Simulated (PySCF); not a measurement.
# PH2F2−, a complex of two parts: interaction energy

An exercise on one series of results from a longer session: the logs are not shown, and one member is left open.

Programs: PySCF 2.14.0. All values are calculated, for the isolated system unless a continuum is named. Atoms count from 0, parts from 1.

## Starting point

5 atoms, charge -1, multiplicity 1; geometry: GFN2-xTB. Parts: 1 = atoms 0–3, `FP`, charge 0; 2 = atom 4, `[F-]`, charge -1.

Set-up of the first run:

Job settings and geometry (Å):

```
{"job": {"xc": "PBE0", "basis": "def2-SVPD", "d3": "d3bj", "grid": 2, "kind": "geom", "shake": 0.01}, "charge": -1, "multiplicity": 1, "parts": [{"atoms": "0-3", "charge": 0, "multiplicity": 1}, {"atoms": "4-4", "charge": -1, "multiplicity": 1}]}
F      1.326411     0.013687    -0.249917
P     -0.221091    -0.365856     0.676023
H     -0.546291    -1.138417    -0.447433
H     -0.662387     0.828539     0.124445
F     -1.968316    -0.649575     1.118009
```

Command:

```console
$ OMP_NUM_THREADS=1 python cluster_run.py task.json out
```

This one command runs all jobs of the session in turn.

Among the steps run: Relaxing the molecule at PBE0-D3(BJ)/def2-SVPD; Coupled-cluster interaction energy: CCSD(T) and MP2.

One table of the session follows, with a row left open; its other results are not shown here.

It belongs to the step «Coupled-cluster interaction energy: CCSD(T) and MP2». 

```
                 method  interaction energy (kcal/mol)
         HF/aug-cc-pVDZ                         -53.05
        MP2/aug-cc-pVDZ                         -51.00
       CCSD/aug-cc-pVDZ                         -50.47
    CCSD(T)/aug-cc-pVDZ                         -50.28
         HF/aug-cc-pVTZ                         -56.03
        MP2/aug-cc-pVTZ                         -56.47
    SCS-MP2/aug-cc-pVTZ                         -54.63
      MP2, extrapolated                         -57.53
CCSD(T), limit estimate                              ?
```

**Question.** Estimate the row for CCSD(T), limit estimate.

The run gave: interaction energy (kcal/mol): -56.81. In the column «interaction energy (kcal/mol)» it lies between MP2, extrapolated (-57.53) and MP2/aug-cc-pVTZ (-56.47).

Limits of these values: The interaction energy leaves out the deformation of the parts, 14.74 kcal/mol at MP2. So large a deformation means that a part is far from its own minimum, so a sum across the two methods would be rough.
